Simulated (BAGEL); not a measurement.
**SiPH5F+ (SMILES F[SiH2][PH3+]): HF/3-21G (density fitting with qzvpp-jkfit)**

What is the vertical singlet–triplet gap of SiPH5F+ at HF/3-21G (density fitting with qzvpp-jkfit)? 

The results are computed with BAGEL 1.2.2.

2 further runs of the same task are left out: 1 that didn't finish, 1 set aside as unsound or not needed.

**1. The molecule**

SiPH5F+: 8 atoms, total charge +1, spin state singlet. SMILES: `F[SiH2][PH3+]`. The shape is that of a GFN2-xTB optimisation.

Bond lengths: F1–Si2 1.586 Å, Si2–P3 2.356 Å, Si2–H4 1.449 Å, Si2–H5 1.449 Å, P3–H6 1.378 Å, P3–H7 1.376 Å, P3–H8 1.378 Å. Some angles: F1–Si2–P3 98.5°, F1–Si2–H4 109.4°, F1–Si2–H5 109.5°, P3–Si2–H4 104.5°, P3–Si2–H5 104.6°, Si2–P3–H6 117.4°, Si2–P3–H7 115.8°, Si2–P3–H8 117.2°, H4–Si2–H5 126.5°, H6–P3–H7 101.4°.

**2. A single-point energy at HF/3-21G (density fitting with qzvpp-jkfit)**

Contents of hf.json:

```json
{ "bagel": [

{
  "title": "molecule",
  "basis": "3-21g",
  "df_basis": "qzvpp-jkfit",
  "angstrom": "true",
  "geometry": [
    { "atom": "F", "xyz": [      -1.676460,       1.335290,      -0.121770 ] },
    { "atom": "Si", "xyz": [      -0.534500,       0.647880,      -0.981780 ] },
    { "atom": "P", "xyz": [       0.511240,      -0.571550,       0.741360 ] },
    { "atom": "H", "xyz": [      -1.120430,      -0.364300,      -1.837800 ] },
    { "atom": "H", "xyz": [       0.444450,       1.642860,      -1.370230 ] },
    { "atom": "H", "xyz": [       1.041920,       0.144780,       1.792720 ] },
    { "atom": "H", "xyz": [       1.590120,      -1.337250,       0.363260 ] },
    { "atom": "H", "xyz": [      -0.256330,      -1.497690,       1.414240 ] }
  ]
},

{ "title": "hf", "charge": 1 },

{ "title": "print", "file": "orbitals.molden", "orbitals": "true" }

]}
```

Started as:

```console
BAGEL_NUM_THREADS=1 BAGEL hf.json > hf.out
```

The program printed:

```text
* using 1 threads per process

  ===============================================================
  ===============================================================

  *** Geometry ***

  { "atom" : "F", "xyz" : [     -3.168050,      2.523332,     -0.230112 ] },
  { "atom" : "Si", "xyz" : [     -1.010059,      1.224316,     -1.855295 ] },
  { "atom" : "P", "xyz" : [      0.966104,     -1.080073,      1.400967 ] },
  { "atom" : "H", "xyz" : [     -2.117306,     -0.688427,     -3.472939 ] },
  { "atom" : "H", "xyz" : [      0.839889,      3.104555,     -2.589359 ] },
  { "atom" : "H", "xyz" : [      1.968943,      0.273595,      3.387750 ] },
  { "atom" : "H", "xyz" : [      3.004891,     -2.527036,      0.686462 ] },
  { "atom" : "H", "xyz" : [     -0.484393,     -2.830224,      2.672526 ] },

  Number of auxiliary basis functions:      423

  Since a DF basis is specified, we compute 2- and 3-index integrals:
    o Being stored without compression. Storage requirement is 0.007 GB

  Number of basis functions:       45
  Number of electrons      :       43

    * METHOD: MOLECULE                             0.10

  *** RHF ***

  === Nuclear Repulsion ===
   161.8529350609

      * DIIS with orbital gradients will be used.

  === RHF iteration (3-21g) ===
      0       -727.83914056          0.02267472           0.02
      1       -727.92676831          0.01361428           0.02
      2       -727.95385702          0.00127130           0.02
      3       -727.95436424          0.00019409           0.02
      4       -727.95438069          0.00006610           0.02
      5       -727.95438280          0.00001583           0.02
      6       -727.95438292          0.00000290           0.02
      7       -727.95438293          0.00000039           0.02
      8       -727.95438293          0.00000009           0.02
      9       -727.95438293          0.00000002           0.02
     10       -727.95438293          0.00000001           0.02
    * SCF iteration converged.

    * Permanent dipole moment:
           (   -1.458402,     1.111870,     0.094801) a.u.

    * METHOD: HF                                   0.31

    * METHOD: PRINT                                0.00

  ===============================================================
```

It took 0.58 s on 1 thread of Arm Neoverse V2, shared host; peak memory 0.082 GiB.

**3. The triplet at the same level**

Contents of input.json:

```json
{ "bagel" : [

{
  "title" : "molecule",
  "basis" : "3-21g",
  "df_basis" : "qzvpp-jkfit",
  "angstrom" : true,
  "geometry" : [
    { "atom" : "F", "xyz" : [   -1.676460,    1.335290,   -0.121770 ] },
    { "atom" : "Si", "xyz" : [   -0.534500,    0.647880,   -0.981780 ] },
    { "atom" : "P", "xyz" : [    0.511240,   -0.571550,    0.741360 ] },
    { "atom" : "H", "xyz" : [   -1.120430,   -0.364300,   -1.837800 ] },
    { "atom" : "H", "xyz" : [    0.444450,    1.642860,   -1.370230 ] },
    { "atom" : "H", "xyz" : [    1.041920,    0.144780,    1.792720 ] },
    { "atom" : "H", "xyz" : [    1.590120,   -1.337250,    0.363260 ] },
    { "atom" : "H", "xyz" : [   -0.256330,   -1.497690,    1.414240 ] }
  ]
},
{
  "title" : "uhf",
  "charge" : 1,
  "nopen" : 2
},
{
  "title" : "print",
  "file" : "orbitals.molden",
  "orbitals" : true
}

]}
```

Started as:

```console
BAGEL_NUM_THREADS=1 BAGEL input.json > input.out
```

The program printed:

```text
* using 1 threads per process

  ===============================================================
  ===============================================================

  *** Geometry ***

  { "atom" : "F", "xyz" : [     -3.168050,      2.523332,     -0.230112 ] },
  { "atom" : "Si", "xyz" : [     -1.010059,      1.224316,     -1.855295 ] },
  { "atom" : "P", "xyz" : [      0.966104,     -1.080073,      1.400967 ] },
  { "atom" : "H", "xyz" : [     -2.117306,     -0.688427,     -3.472939 ] },
  { "atom" : "H", "xyz" : [      0.839889,      3.104555,     -2.589359 ] },
  { "atom" : "H", "xyz" : [      1.968943,      0.273595,      3.387750 ] },
  { "atom" : "H", "xyz" : [      3.004891,     -2.527036,      0.686462 ] },
  { "atom" : "H", "xyz" : [     -0.484393,     -2.830224,      2.672526 ] },

  Number of auxiliary basis functions:      423

  Since a DF basis is specified, we compute 2- and 3-index integrals:
    o Being stored without compression. Storage requirement is 0.007 GB

  Number of basis functions:       45
  Number of electrons      :       43

    * METHOD: MOLECULE                             0.10

  *** Open-shell HF ***

  === Nuclear Repulsion ===
   161.8529350609

      * DIIS with orbital gradients will be used.

  === UHF iteration (3-21g) ===
      0       -727.48204658          0.04700576           0.04
      1       -727.58133506          0.03861427           0.04
      2       -727.61799295          0.02702429           0.04
      3       -727.64706859          0.00171327           0.04
      4       -727.64977075          0.00118195           0.04
      5       -727.65168918          0.00076551           0.04
      6       -727.65340852          0.00044540           0.04
      7       -727.65396159          0.00033665           0.04
      8       -727.65434568          0.00025894           0.05
      9       -727.65461517          0.00013482           0.04
     10       -727.65468392          0.00006376           0.04
     11       -727.65468700          0.00004351           0.04
     12       -727.65469121          0.00001920           0.04
     13       -727.65469159          0.00000658           0.04
     14       -727.65469167          0.00000332           0.04
     15       -727.65469169          0.00000162           0.04
     16       -727.65469169          0.00000085           0.04
     17       -727.65469169          0.00000035           0.04
     18       -727.65469169          0.00000023           0.04
     19       -727.65469169          0.00000016           0.04
     20       -727.65469169          0.00000013           0.04
     21       -727.65469169          0.00000010           0.04
     22       -727.65469169          0.00000006           0.04
     23       -727.65469169          0.00000003           0.04
     24       -727.65469169          0.00000002           0.04
     25       -727.65469169          0.00000001           0.04
    * SCF iteration converged.

    * S^2 (UHF) is 2.0058

    * Permanent dipole moment:
           (   -1.875951,     1.646616,    -0.786508) a.u.

    * METHOD: UHF                                  1.19

    * METHOD: PRINT                                0.00

  ===============================================================
```

It took 1.5 s on 1 thread of Arm Neoverse V2, shared host; peak memory 0.082 GiB.

**4. Results**

At HF/3-21G (density fitting with qzvpp-jkfit):

| quantity | value |
| --- | --- |
| singlet: total energy | -727.95438 Eh |
| singlet: HOMO energy | -18.73 eV |
| singlet: LUMO energy | -2.80 eV |
| singlet: HOMO–LUMO gap | 15.93 eV |
| triplet: total energy | -727.65469 Eh |
| triplet: ⟨S²⟩ | 2.006 |
| vertical energy of the triplet above the singlet | 8.155 eV |

**Reading.** At this shape the triplet lies 8.16 eV (787 kJ/mol) above the singlet.
